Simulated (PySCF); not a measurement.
# Worked example: correlation energy of HAlB⁺, triplet

Geometry: that of the HAlB, doublet, kept fixed. The singlet lies 0.3 eV lower here.

```xyz
3

B     0.0000   -0.1388    1.5159
Al    0.0000    0.0968   -0.5473
H     0.0000   -1.1027   -1.6081
```

Basis 6-31G; PySCF 2.14.0. Only valence electrons are correlated (noble-gas cores frozen), which leaves 6 electrons in 18 orbitals. Prefix R: restricted or restricted open-shell reference; prefix U: unrestricted.

Full CI is exact within this basis and frozen core; it isn't the basis-set limit. The frozen core follows each run's orbitals, which can shift R against U totals by a few meV.

Restricted and unrestricted runs freeze slightly different cores, so the step to full CI, which has another core, is uncertain by up to 0.1 kcal/mol.

```json
{"level": "UHF", "total energy (hartree)": "-266.718335"}
{"level": "UMP2", "total energy (hartree)": "-266.763364"}
{"level": "UCCSD", "total energy (hartree)": "-266.789392"}
{"level": "UCCSD(T)", "total energy (hartree)": "-266.791053"}
{"level": "UCCSDT", "total energy (hartree)": "-266.791999"}
{"level": "full CI", "total energy (hartree)": "-266.792087"}
```

Q: What is the correlation energy at full CI, and what share of it do UMP2 and UCCSD(T) recover?

A: E(corr) = -266.792087 − (-266.718335) = -0.073752 hartree = -2.007 eV. UMP2: -0.045029 / -0.073752 = 61.05 %. UCCSD(T): -0.072718 / -0.073752 = 98.60 %.

Q: By how many kcal/mol does UCCSD(T) miss full CI (1 hartree = 627.509 kcal/mol), and which steps make up the rest?

A: -266.791053 − (-266.792087) = 0.001034 hartree = 0.65 kcal/mol. Steps: UCCSDT − UCCSD(T) = -0.59, full CI − UCCSDT = -0.06 kcal/mol. That is within 1 kcal/mol of the reference in this basis, which itself misses far more of the correlation at the basis-set limit.
